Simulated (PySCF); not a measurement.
Compound: C-cyanomethanimine, C2H2N2.
Cartesian coordinates in Å at the PBE0-D3(BJ)/def2-TZVP level; atoms count from 1:
```
atom  x, y, z in Å
H1    -1.9755   -0.4310    0.3713
N2    -1.0668   -0.7052   -0.0011
C3    -0.1901    0.1507    0.3054
C4     1.1771   -0.0279   -0.1142
N5     2.2832   -0.1121   -0.4175
H6    -0.3662    1.0611    0.8858
```

Computed with PySCF at wB97X-D/pcSseg-2, non-relativistic, on one gas-phase PBE0-D3(BJ)/def2-TZVP geometry that isn't relaxed in the solvent. The solvent is an IEF-PCM continuum (cavity from Bondi-type radii × 1.2). The model holds no explicit solvent molecules, cavitation or dispersion.

Gas phase at wB97X-D/pcSseg-2: HOMO -11.04 eV, LUMO -0.51 eV, dipole 4.29 D.

Problem. What does the continuum do to the energy, the frontier levels and the dipole at wB97X-D/pcSseg-2 in chloroform?

Solution. 
| solvent | ε | E(solvent) − E(gas) (kJ/mol) | polarisation term (kJ/mol) | distortion of the solute (kJ/mol) | HOMO (eV) | LUMO (eV) | dipole (D) |
| --- | --- | --- | --- | --- | --- | --- | --- |
| chloroform | 4.711 | -24.61 | -28.90 | 4.29 | -10.85 | -0.34 | 5.16 |

The polarisation term is half the interaction of the solute with the surface charges that it induces; the rest is the cost of distorting the solute's density. The sum is the electrostatic part of solvation alone.

Problem. Which radius a makes the point-dipole formula ΔE = −[(ε − 1)/(2ε + 1)]·μ²/a³ give the value in chloroform, with the gas-phase dipole?

Solution. μ = 1.687 au and |ΔE| = 0.00937 Eh give a = 2.52 Å; the farthest nucleus lies 2.38 Å from the centroid of the nuclei. The formula assumes a rigid point dipole at the centre of a sphere.

Problem. Give the dipole vector in the frame of the coordinates (D, pointing from negative to positive charge), gas and chloroform.

Solution. Gas (-3.32, 1.93, 1.91), solvent (-4.00, 2.30, 2.29). Its length changes by +20 % and its direction by less than 1°.

Time: 8.8 s; peak memory 0.74 GiB. Hardware: one thread, Arm Neoverse V1 (aarch64), on a shared host. This is the whole shielding run at wB97X-D/pcSseg-2 in chloroform, SCF included.

wB97X-D is run here without its empirical dispersion term; that term would change no orbital, density or response property at a fixed geometry.
